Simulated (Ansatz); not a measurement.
Consider the substitution at a C–C bond: `COC(C)F` + CH₃OH → `COC(F)OC` + CH₄.

Program: Ansatz. Geometries: PBE0-D4/def2-TZVP. ΔE: electronic, gas phase. CCSD(T)/CBS is the MP2 limit (def2-TZVPP, def2-QZVPP) plus CCSD(T) − MP2 in def2-TZVPP, frozen cores. This one scheme is used for every species. DFT in def2-TZVPP. Each species was taken in one conformer, which may not be the lowest.

```tsv
level	ΔE (kJ/mol)
r2SCAN-D4	-10.5
B2PLYP	-5.0
```

What does CCSD(T)/CBS give? (An estimate is asked.)

Computed: -0.4 kJ/mol. The listed levels differ from it by -10.1, -4.6 kJ/mol.

Largest T1 diagnostic among the species: 0.011.
